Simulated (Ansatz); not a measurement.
# C2F3 (trifluorovinyl radical): U-r2SCAN/aug-cc-pVDZ

Aim: the vertical electron affinity of C2F3 (trifluorovinyl radical) at U-r2SCAN/aug-cc-pVDZ, from 2 runs. 

The calculation is run with Ansatz 0.2.0.

45 further runs of the same task are left out: 3 that didn't finish, 42 set aside as unsound or not needed.

### Step 1. The system as given

The species is C2F3 (5 atoms), meant as a doublet with charge 0. As SMILES, `F[C]=C(F)F`. Geometry: relaxed at PBE0-D4/def2-TZVP.

Bond lengths: F1–C2 1.297 Å, C2–C3 1.311 Å, C3–F4 1.317 Å, C3–F5 1.311 Å. Angles: F1–C2–C3 129.8°, C2–C3–F4 124.9°, C2–C3–F5 123.2°, F4–C3–F5 111.9°.

### Step 2. A single-point energy at U-r2SCAN/aug-cc-pVDZ

in.yaml reads:

```yaml
crystal:
  periodic: [false, false, false]
  atoms:
    - {symbol: F, position_ang: [0.577720, -1.033470, 1.511080]}
    - {symbol: C, position_ang: [0.506940, 0.038840, 0.785720]}
    - {symbol: C, position_ang: [-0.126500, 0.247860, -0.343200]}
    - {symbol: F, position_ang: [-0.848620, -0.650470, -0.980670]}
    - {symbol: F, position_ang: [-0.109540, 1.397240, -0.972920]}
basis:
  gaussian:
    orbitals: aug-cc-pVDZ
magnetization:
  spin_polarized: true
  initial_magnetization: 1
output:
  orbitals: {seedname: orbitals}
hamiltonian:
  xc: {name: r2SCAN}
accuracy: high
```

Launch:

```console
ansatz run in.yaml --threads 1 --pin off --max-ram 3480MiB --events-out events.jsonl --progress --plain --runs-dir runs
```

Standard output:

```text
Warning: RAYON_NUM_THREADS=1 ignored (pool sized by the plan → 1); use --threads N
Functional definition: r2SCAN
  name "r2SCAN"
  parameter k0 = 0.174
  parameter k1 = 0.065
  parameter a1 = 4.9479
  exchange = r2scan_x(k0 = k0, k1 = k1, a1 = a1)
  correlation = r2scan_c
2299 factors; integrals over basis functions are off by at most 2.3e-9 eV
mean field evaluation 1: about -10215.1949 eV, gradient 2.2e1 eV
mean field evaluation 2: about -10215.8082 eV, gradient 2.0e1 eV
mean field evaluation 4: about -10217.3637 eV, gradient 1.8e0 eV
mean field evaluation 8: about -10217.3799 eV, gradient 1.4e-1 eV
mean field evaluation 16: about -10217.3805 eV, gradient 5.1e-4 eV
mean field evaluation 32: about -10217.1675 eV, gradient 1.6e0 eV
mean field -10217.38046779 eV, -375.4818066022 hartree, gradient 7.8e-8 eV, S^2 0.767392; 2 other end points of the search recorded, 0 dependent functions left out
reference -10217.38047718 eV, -375.4818069470 hartree; 20, 19 occupied and 95, 96 virtual orbitals, 2299 factors
Total energy: -10217.38047718 eV, -375.4818069470 hartree
```

It took 47 s on 1 thread of Arm Neoverse N1, shared host; peak memory 0.49 GiB.

### Step 3. The singlet anion at the same level

molecule.yaml reads:

```yaml
crystal:
  periodic: [false, false, false]
  atoms:
    - symbol: F
      position_ang: [0.577720, -1.033470, 1.511080]
    - symbol: C
      position_ang: [0.506940, 0.038840, 0.785720]
    - symbol: C
      position_ang: [-0.126500, 0.247860, -0.343200]
    - symbol: F
      position_ang: [-0.848620, -0.650470, -0.980670]
    - symbol: F
      position_ang: [-0.109540, 1.397240, -0.972920]
basis:
  gaussian: {orbitals: aug-cc-pVDZ}
hamiltonian: {xc: r2scan}
total_charge: -1
accuracy: high
output: {orbitals: {seedname: orbitals}}
```

Launch:

```console
ansatz run molecule.yaml --threads 1 --pin off --max-ram 3480MiB --events-out events.jsonl --progress --plain --runs-dir runs
```

Standard output, shortened:

```text
Warning: RAYON_NUM_THREADS=1 ignored (pool sized by the plan → 1); use --threads N
[... 7 set-up lines as earlier in the session ...]
2298 factors; integrals over basis functions are off by at most 2.3e-9 eV
mean field evaluation 1: about -10212.9976 eV, gradient 4.9e1 eV
mean field evaluation 2: about -10172.8789 eV, gradient 1.0e2 eV
mean field evaluation 4: about -10218.2068 eV, gradient 1.5e1 eV
mean field evaluation 8: about -10218.5993 eV, gradient 4.4e-1 eV
mean field evaluation 16: about -10218.5998 eV, gradient 1.4e-4 eV
mean field -10218.59980653 eV, -375.5266164742 hartree, gradient 2.3e-8 eV, S^2 0.000000; 0 other end points of the search recorded, 0 dependent functions left out
reference -10218.59980753 eV, -375.5266165109 hartree; 20, 20 occupied and 95, 95 virtual orbitals, 2298 factors
Total energy: -10218.59980753 eV, -375.5266165109 hartree
```

Run time: 27 s. Hardware: 1 thread of Arm Neoverse N1, shared host; peak memory 0.36 GiB.

### Step 4. What came out

Level: U-r2SCAN/aug-cc-pVDZ.

| quantity | value |
| --- | --- |
| doublet C2F3: total energy | -375.48181 Eh |
| doublet C2F3: HOMO energy (highest over α and β) | -6.47 eV |
| doublet C2F3: LUMO energy (lowest over α and β) | -4.03 eV |
| doublet C2F3: ⟨S²⟩ | 0.767 |
| singlet anion: total energy | -375.52662 Eh |
| singlet anion: HOMO energy | 1.80 eV |
| singlet anion: LUMO energy | 4.45 eV |
| singlet anion: HOMO–LUMO gap (to an unbound level, set by the basis) | 2.64 eV |
| vertical electron affinity (to the singlet anion) | 1.219 eV |

**Reading.** At fixed nuclei the extra electron is bound by 1.22 eV (28 kcal/mol). The HOMO (singlet anion) lies at positive energy, 1.80 eV, as semi-local functionals often give for anions; only total energies tell whether the electron is bound.
